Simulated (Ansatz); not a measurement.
Basis-set limit of PH3O4, singlet

```tsv
atom	x (Å)	y (Å)	z (Å)
O	-1.2917	0.4528	0.8863
P	-0.1223	0.0425	0.0846
O	1.2541	-0.1580	0.8839
O	0.3212	1.0429	-1.0887
O	-0.2529	-1.3503	-0.7009
H	1.3240	0.4747	1.6100
H	-0.4490	1.4748	-1.4795
H	-0.7834	-1.9795	-0.1956
```

Ansatz 0.2.0, RHF determinant, valence electrons correlated. Energies in eV.

| set | X | functions | Hartree–Fock | MP2 correlation | CCSD(T) correlation | time |
| --- | --- | --- | --- | --- | --- | --- |
| def2-TZVPP | 3 | 208 | -17476.2085 | -30.0444 | -31.3274 | 5.5 s on 1 × NVIDIA H100 80GB HBM3 with 2 threads of AMD EPYC 7R13 Processor (Zen 3) (shared host) |
| def2-QZVPP | 4 | 388 | -17476.9154 | -32.5713 | -33.7470 | 12 s on 1 × NVIDIA H100 80GB HBM3 with 2 threads of AMD EPYC 7R13 Processor (Zen 3), with other jobs on the host |

Hartree–Fock is taken to follow E(X) = E∞ + A·exp(−7.88·√X), correlation E(X) = E∞ + B·X^−2.97.

Question: Work out the CCSD(T) energy at the limit, and how far the shortcut misses it that extrapolates MP2 and adds CCSD(T) minus MP2 from the smaller set.

Answer: Hartree–Fock: E∞ = E4 + 0.1377·(E4 − E3) = -17477.0127. Correlation: E∞ = E4 + 0.7407·(E4 − E3) = -35.5393 for CCSD(T) and -34.4430 for MP2. The limit is -17512.5520 eV, 1.890 eV below def2-QZVPP. The shortcut gives a correlation energy of -34.4430 + (-1.2829) = -35.7260, 187 meV lower than the direct value.

Past Ne part of the Hartree–Fock step between the two sets comes from the cores, which don't follow the formula, so the 97 meV that it adds to the total can overshoot; that part largely cancels in differences.
